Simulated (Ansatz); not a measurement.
## Ansatz (development build ahead of 0.2.0) run

```yaml
crystal:
  periodic: [false, false, false]
  atoms:
    - { symbol: C, position_ang: [0.0, 0.0, 0.0] }
    - { symbol: O, position_ang: [0.0, 0.0, 2.32] }
    - { symbol: O, position_ang: [0.0, 0.0, -2.32] }
basis:
  gaussian: { orbitals: pcseg-2 }
magnetization:
  spin_polarized: true
hamiltonian:
  xc: pbe
```

The input is written out in the form of the current development build from the run's settings.

Results

```json
{
  "Converged": "yes",
  "Total energy": "-187.88487 hartree",
  "Spin squared of the determinant": "2.003",
  "Stability test": "minimum"
}
```

Caution: the unrestricted determinant is a mixture of spin states.
